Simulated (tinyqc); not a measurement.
Inside a calculation. Method: UKS/PBE in the sto-6g basis, for CH2, spin multiplicity 3. One step of it, computed by the program tinyqc.

Question. Iteration 22 (converged): orbitals. Diagonalise F' = X^T F X, C = X C', fill 5 alpha and 3 beta electrons from the bottom; D(s) = C_occ C_occ^T. Each column has its largest component positive (the first on a tie).

converged F(alpha) (hartree), lower triangle:
```
            1C 1s      1C 2s     1C 2px     1C 2py     1C 2pz      2H 1s      3H 1s
1C 1s   -9.799509
1C 2s   -2.565745  -1.081966
1C 2px   0.000000   0.000000  -0.093616
1C 2py   0.000000   0.000000   0.000000  -0.092208
1C 2pz   0.000160  -0.001556   0.000000   0.000000  -0.098883
2H 1s   -0.243872  -0.247838   0.000000  -0.145979  -0.087278  -0.178669
3H 1s   -0.243872  -0.247838   0.000000   0.145979  -0.087278  -0.037331  -0.178669
```

converged F(beta) (hartree), lower triangle:
```
            1C 1s      1C 2s    1C 2px     1C 2py     1C 2pz      2H 1s      3H 1s
1C 1s   -9.772701
1C 2s   -2.549318  -0.970599
1C 2px   0.000000   0.000000  0.061783
1C 2py   0.000000   0.000000  0.000000  -0.037016
1C 2pz  -0.005146  -0.051866  0.000000   0.000000   0.024552
2H 1s   -0.242590  -0.235308  0.000000  -0.140282  -0.085866  -0.160808
3H 1s   -0.242590  -0.235308  0.000000   0.140282  -0.085866  -0.035896  -0.160808
```

X, lower triangle:
```
            1C 1s      1C 2s    1C 2px     1C 2py     1C 2pz      2H 1s     3H 1s
1C 1s    1.024311
1C 2s   -0.134385   1.088611
1C 2px   0.000000   0.000000  1.000000
1C 2py   0.000000   0.000000  0.000000   1.056777
1C 2pz  -0.004347   0.035459  0.000000   0.000000   1.019222
2H 1s    0.015841  -0.153135  0.000000  -0.144918  -0.083377   1.069740
3H 1s    0.015841  -0.153135  0.000000   0.144918  -0.083377  -0.009672  1.069740
```

Give: F' = X^T F X; orbital energies; coefficients C; F' = X^T F X; orbital energies; coefficients C; D(alpha) after iteration 22; D(beta) after iteration 22.

Answer.

F' = X^T F X (alpha) (hartree), lower triangle:
```
        1       2       3       4       5       6       7
1  -9.609
2  -1.340  -0.572
3   0.000   0.000  -0.094
4   0.000   0.000   0.000  -0.019
5  -0.012   0.036   0.000   0.000  -0.074
6  -0.005  -0.128   0.000  -0.136  -0.078  -0.088
7  -0.005  -0.128   0.000   0.136  -0.078  -0.011  -0.088
```

orbital energies (alpha) (hartree): MO1 -9.804, MO2 -0.464, MO3 -0.243, MO4 -0.163, MO5 -0.094, MO6 0.076, MO7 0.147

coefficients C (alpha):
```
           MO1     MO2     MO3     MO4    MO5     MO6     MO7
1C 1s    0.994  -0.242   0.000   0.091  0.000  -0.110   0.000
1C 2s    0.023   0.884   0.000  -0.420  0.000   0.541   0.000
1C 2px   0.000   0.000   0.000   0.000  1.000   0.000   0.000
1C 2py   0.000   0.000   0.534   0.000  0.000   0.000   0.934
1C 2pz   0.001   0.022   0.000   0.733  0.000   0.719   0.000
2H 1s   -0.004   0.194   0.484   0.379  0.000  -0.641  -0.608
3H 1s   -0.004   0.194  -0.484   0.379  0.000  -0.641   0.608
```

F' = X^T F X (beta) (hartree), lower triangle:
```
        1       2      3       4       5       6       7
1  -9.583
2  -1.341  -0.455
3   0.000   0.000  0.062
4   0.000   0.000  0.000   0.039
5  -0.011  -0.013  0.000   0.000   0.050
6  -0.005  -0.129  0.000  -0.141  -0.081  -0.071
7  -0.005  -0.129  0.000   0.141  -0.081  -0.011  -0.071
```

orbital energies (beta) (hartree): MO1 -9.776, MO2 -0.385, MO3 -0.215, MO4 -0.046, MO5 0.062, MO6 0.137, MO7 0.195

coefficients C (beta):
```
           MO1     MO2     MO3     MO4    MO5     MO6     MO7
1C 1s    0.995  -0.219   0.000  -0.152  0.000  -0.085   0.000
1C 2s    0.021   0.785   0.000   0.670  0.000   0.431   0.000
1C 2px   0.000   0.000   0.000   0.000  1.000   0.000   0.000
1C 2py   0.000   0.000   0.490   0.000  0.000   0.000   0.959
1C 2pz   0.002   0.133   0.000  -0.555  0.000   0.854   0.000
2H 1s   -0.004   0.272   0.512  -0.462  0.000  -0.552  -0.584
3H 1s   -0.004   0.272  -0.512  -0.462  0.000  -0.552   0.584
```

D(alpha) after iteration 22, lower triangle:
```
         1C 1s   1C 2s  1C 2px  1C 2py  1C 2pz   2H 1s  3H 1s
1C 1s    1.056
1C 2s   -0.230   0.959
1C 2px   0.000   0.000   1.000
1C 2py   0.000   0.000   0.000   0.286
1C 2pz   0.063  -0.288   0.000   0.000   0.537
2H 1s   -0.016   0.013   0.000   0.259   0.282   0.415
3H 1s   -0.016   0.013   0.000  -0.259   0.282  -0.053  0.415
```

D(beta) after iteration 22, lower triangle:
```
         1C 1s  1C 2s  1C 2px  1C 2py  1C 2pz   2H 1s  3H 1s
1C 1s    1.038
1C 2s   -0.151  0.617
1C 2px   0.000  0.000   0.000
1C 2py   0.000  0.000   0.000   0.240
1C 2pz  -0.028  0.105   0.000   0.000   0.018
2H 1s   -0.063  0.213   0.000   0.251   0.036   0.336
3H 1s   -0.063  0.213   0.000  -0.251   0.036  -0.188  0.336
```
